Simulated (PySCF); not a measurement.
## Spin states of LiS

Unrestricted PBE0; Li aug-cc-pVDZ, S aug-cc-pV(D+d)Z; no relativity (PySCF 2.14). Outer shells of the fragments: Li 2s1; S 3s2 3p4.

Followed along the bond (rough minima from three points):

```tsv
2Ms+1	unpaired	⟨S²⟩ at the start	R at minimum (Å)	Te (eV)
2	π ↑	0.75	2.18	0.00
2	σ ↑	0.75	2.12	0.70
4	σ ↑, π ↑↑	3.75	none in the scan	≤ 3.07
```

Solutions found at the starting distance of 2.270 Å, counted from the lowest of them; the search is not exhaustive and high or unbound solutions are not listed, so other states can lie among these:

| 2Ms+1 | unpaired | term | E (eV) | ⟨S²⟩ | ⟨Lz²⟩ | μ (D) |
| --- | --- | --- | --- | --- | --- | --- |
| 2 | π ↑ | ²Π | 0.00 | 0.75 | 1.01 | -7.39 |
| 2 | σ ↑ | ²Σ⁺ | 0.74 | 0.75 | 0.00 | -7.37 |
| 4 | σ ↑, π ↑↑ | ⁴Σ⁻ | 3.17 | 3.75 | 0.00 | 3.82 |
| 2 | σ ↓, π ↑↑ | mixed | 3.22 | 1.75 | 0.00 | 4.23 |
| 2 | σ ↑, π ↑↓ | mixed | 3.63 | 1.76 | 2.02 | 4.01 |
| 4 | σ ↑↑, π ↑ | ⁴Π | 3.76 | 3.75 | 1.01 | 3.92 |
| 4 | π ↑↑↑ | ⁴Π | 4.39 | 3.75 | 1.00 | 1.80 |
| 4 | σ ↑, π ↑↑ | mixed | 4.95 | 3.75 | 2.01 | 1.47 |
| 4 | σ ↑, π ↑↑ | mixed | 5.09 | 3.75 | 2.01 | 1.85 |

A term symbol is given only where ⟨S²⟩ and ⟨Lz²⟩ are close to those of a pure state; real π, δ and φ orbitals otherwise mix terms. A positive dipole means Li(−)S(+).

Counting both spins, an empty level lies below a filled one in some of these solutions, because spin and occupation are held.
